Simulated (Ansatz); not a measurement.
Species: dimethylamine, C2H7N (charge 0, singlet). 
Structure (B3LYP-D3(BJ)/def2-TZVP (Ansatz, a quantum-chemistry and plane-wave program) minimum search):
```
N
H 1 1.0122
C 1 1.4533 2 109.85
H 3 1.0907 1 109.81 2 53.61
H 3 1.0928 4 107.72 1 -119.03
H 3 1.1029 4 108.38 5 -115.97
C 1 1.4533 2 109.85 3 -124.94
H 7 1.0907 1 109.81 2 -53.61
H 7 1.0928 8 107.72 1 119.03
H 7 1.1029 8 108.38 9 115.97
```
Charge 0, spin multiplicity 1.

Basis-set convergence of Hartree-Fock and MP2 correlation energies (hartree) with Ansatz. Cores are frozen in the correlated levels unless marked. Spin-orbit coupling is left out. No relativistic terms.

```
basis    functions       E(HF)  E(corr, MP2)
-------  ---------  ----------  ------------
cc-pVDZ          -  -134.25130      -0.46713
cc-pVTZ        188  (withheld)    (withheld)
```

Task: Complete the blanks.

Result: 
- cc-pVTZ, E(HF): -134.29244
- cc-pVTZ, E(corr, MP2): -0.57686
